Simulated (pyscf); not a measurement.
Single points on ωB97X-D3(BJ)/def2-SVP structures (PySCF, gas phase).

Task: H₂N–Ti(Cl)(Cl)–Cl (SMILES [NH2][Ti]([Cl])([Cl])[Cl]) + H₂ (SMILES [H][H]) -> Cl–TiH(Cl)–Cl (SMILES [Cl][TiH]([Cl])[Cl]) + NH₃ (SMILES N)
Surface: singlet. Broken: N–Ti, H–H. Formed: H–Ti, H–N. Give ΔE‡ and ΔE from ωB97M-D3(BJ)/def2-TZVP, relative to the separated reactants.

Result: ΔE‡ = 1.41 eV, ΔE = +0.86 eV. Zero-point energy shifts the barrier by +0.16 eV. It is a four-centre exchange, with an imaginary mode of 1452i cm⁻¹. On the product side the descent ends in an adduct with a N–Ti contact (not fully relaxed), 1.11 eV under the separated species and 1.54 eV under the saddle at ωB97X-D3(BJ)/def2-TZVP. What is counted as broken (N–Ti) persists as a longer contact in the product adduct; parting that adduct is a step of its own. At the saddle there is also a short H–Ti contact that neither side keeps. One saddle was located; it need not be the lowest between these sides.
